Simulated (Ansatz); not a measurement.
**CH₂B+ (quintet): the correlation ladder, 6-31G**

How much of the correlation energy of CH₂B+ (quintet) does each wave-function method recover here?

Computed with Ansatz 0.2.0, Gaussian basis. Level: 6-31G, core rule «outside noble gas», up to 2 orbitals frozen.

Plan: UHF; CCSD(T) on ROHF; CCSD(T) on UHF; BCCD(T) on ROHF; CISD as a restricted active space (open shells left free, so some higher excitations enter); CCSDT(Q) on ROHF; CCSDT(Q) on UHF; CISDTQ; CCSDTQ on ROHF; CASSCF and MRCISD+Q, 8 electrons in 10 orbitals; CASSCF and MRCISD+Q(relaxed), 8 electrons in 10 orbitals; CASSCF and NEVPT2, 8 electrons in 10 orbitals; Full CI.

18 further runs of the same task are left out: 6 that didn't finish, 12 set aside as unsound or not needed. Runs told in other sessions of the task aren't counted.

## Step 1: The geometry

The geometry is a PBE0/def2-TZVP stationary point (not a proven minimum) of the parent state, kept for this charge and spin.

4 atoms, charge 1, spin multiplicity 5.

Atoms are counted from 1 here; the program's logs count them from 0.

Bond lengths: B1–C2 1.505 Å, C2–H3 1.092 Å, C2–H4 1.092 Å. Angles: B1–C2–H3 123.3°, B1–C2–H4 123.3°, H3–C2–H4 113.4°.

As a file:

```xyz
4
charge 1, multiplicity 5
B     0.00000    0.00000    0.89883
C     0.00000    0.00000   -0.60657
H     0.00000   -0.91270   -1.20638
H     0.00000    0.91270   -1.20638
```

## Step 2: UHF

File in.yaml:

```yaml
crystal:
  periodic: [false, false, false]
  atoms:
    - {symbol: B, position_ang: [0.000000, 0.000000, 0.898833]}
    - {symbol: C, position_ang: [0.000000, 0.000000, -0.606573]}
    - {symbol: H, position_ang: [0.000000, -0.912704, -1.206376]}
    - {symbol: H, position_ang: [0.000000, 0.912704, -1.206376]}
basis:
  gaussian: {orbitals: 6-31G}
total_charge: 1
magnetization: {spin_polarized: true, initial_magnetization: 4}
hamiltonian: {xc: hf}
output: {orbitals: {seedname: orbitals}}
```

The run is started by

```sh
$ ansatz run in.yaml --threads 1 --pin off --events-out ev --progress --plain --max-ram 2393MiB
```

Further steps of the session: CCSD(T) on ROHF; CCSD(T) on UHF; BCCD(T) on ROHF; CISD as a restricted active space (open shells left free, so some higher excitations enter); CCSDT(Q) on ROHF; CCSDT(Q) on UHF; CISDTQ; CCSDTQ on ROHF; CASSCF and MRCISD+Q, 8 electrons in 10 orbitals; CASSCF and MRCISD+Q(relaxed), 8 electrons in 10 orbitals; CASSCF and NEVPT2, 8 electrons in 10 orbitals; Full CI.

Q: Predict the results of all the runs planned. Wanted: FCI from the RHF energy; RMP2 from FCI; UMP2 from FCI; RCCSD from FCI; RCCSD(T) from FCI; UCCSD(T) from FCI; RCCSDT(Q) from FCI; UCCSDT(Q) from FCI; NEVPT2 valence from FCI.

As calculated:

| quantity | value |
| --- | --- |
| FCI from the ROHF energy | -2.4634 eV |
| RMP2 from FCI | +58.5 kJ/mol |
| UMP2 from FCI | +58.1 kJ/mol |
| RCCSD from FCI | +5.6 kJ/mol |
| RCCSD(T) from FCI | +1.5 kJ/mol |
| UCCSD(T) from FCI | +1.4 kJ/mol |
| RCCSDT(Q) from FCI | 0.0 kJ/mol |
| UCCSDT(Q) from FCI | -0.1 kJ/mol |
| NEVPT2 valence from FCI | +20.1 kJ/mol |
| MRCISD+Q valence from FCI | +1.2 kJ/mol |
| MRCISD+Q(relaxed) valence from FCI | -0.1 kJ/mol |
| levels within 1 kcal/mol (43 meV) | RCCSD(T), UCCSD(T), BCCD(T), RCCSDT, UCCSDT, CISDTQ, RCCSDT(Q), UCCSDT(Q), RCCSDTQ, MRCISD valence, MRCISD+Q valence, MRCISD+Q(relaxed) valence |
| T1 diagnostic | 0.018 |
| effectively unpaired electrons | 4.01 |

What this shows: RCCSD(T) lands +1.5 kJ/mol from the yardstick (0.6 % of the correlation energy). One determinant dominates. Of the multireference levels listed MRCISD+Q(relaxed) valence comes nearest in total energy (-0.1 kJ/mol), which doesn't show that its space is the better one. These misses are within one basis, not against nature; the frozen cores of restricted and unrestricted runs differ, which can shift their rows.

Levels on UHF freeze UHF's core orbitals, full CI those of ROHF, so the U rows can settle a little off it for that reason alone.

With open shells the CI space here admits some higher excitations, so it is larger than plain CISD.
